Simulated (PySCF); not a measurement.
**Magnesium: a sound run and one with changed settings**

Sound run: Mg [Ne] 3s2, Mg⁺ [Ne] 3s1. Calculation: PySCF 2.14, in cc-pVDZ (4s3p1d, 18 functions); the non-relativistic Hamiltonian (point nucleus). In the sound run the correlated levels freeze [Ne]. The sound run starts from symmetry-adapted Hartree-Fock orbitals and uses a fine grid where one is needed.

Changed run: all electrons correlated in a basis built for the valence shell.

```csv
species,method,sound run (hartree),changed run (hartree),converged
Mg,MP2,-199.62964,-199.63325,yes
Mg,CCSD(T),-199.64117,-199.64477,yes
Mg⁺,MP2,n/a,-199.36795,yes
Mg⁺,CCSD(T),n/a,-199.36810,yes
```

Ionisation energy of Mg:

```tsv
method	sound run (eV)	changed run (eV)
UHF	6.624	6.624
MP2	7.205	7.219
SCS-MP2	7.321	7.332
CCSD	7.519	7.525
CCSD(T)	7.519	7.528
```

A valence basis has no tight correlating functions, so it recovers only part of the core correlation, and not evenly between atom and ion.

For comparison, NIST gives 7.646 eV between the lowest levels.
